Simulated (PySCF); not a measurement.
Species: C₄H₃NS.
Atom-mapped SMILES: `[N:1]#[C:2]/[CH:3]=[CH:4]\[CH:5]=[S:6]` (hydrogens: H7 on C3; H8 on C4; H9 on C5)

Method: MP2 and CCSD/aug-cc-pVDZ in PySCF, restricted Hartree–Fock reference, frozen core, non-relativistic, gas phase, PBE0-D3(BJ)/def2-SVP geometry.

E(HF) = -605.17443 Eh.

(1) How large is the problem?

(2) What are the MP2 and CCSD correlation energies?

(3) What is the T1 diagnostic?

(4) How does correlation change the dipole moment?

## Answers

(1) 169 basis functions and 50 electrons; 10 orbitals frozen, which leaves o = 15 correlated occupied and v = 144 virtual orbitals. That is o·v = 2160 singles and o·v(o·v + 1)/2 = 2333880 distinct closed-shell doubles amplitudes before symmetry; the costliest CCSD step grows as o²v⁴ = 9.7 × 10^10.

(2) MP2 -0.8297 Eh and CCSD -0.8629 Eh, which gives totals of -606.00410 and -606.03732 Eh. That is 0.783 eV for each correlated electron at CCSD (2266 kJ/mol in all, 0.142 % of the total energy); MP2 gives 96.2 % of the CCSD value.

(3) 0.0154, below the customary warning level of 0.02. It is the norm of the spatial-orbital singles amplitudes over the root of the number of correlated electrons, so the norm is 0.084.

(4) HF gives 3.29 D and CCSD (unrelaxed density) 2.98 D, a change of -0.31 D; the two vectors are 6° apart.

Connected triples and the basis-set limit are missing.

The job also held the EOM ionisation roots. On an Arm Neoverse V1 with one thread, shared host with 32 logical CPUs at a one-minute load of 9.8, this took 8.9 min of wall time and 3.0 GiB of memory at its peak.

Conformer computed: `[N:1]#[C:2]/[CH:3]=[CH:4]\[CH:5]=[S:6]`: C3–C4–C5–S6 -179°.

One conformer stands for the species.
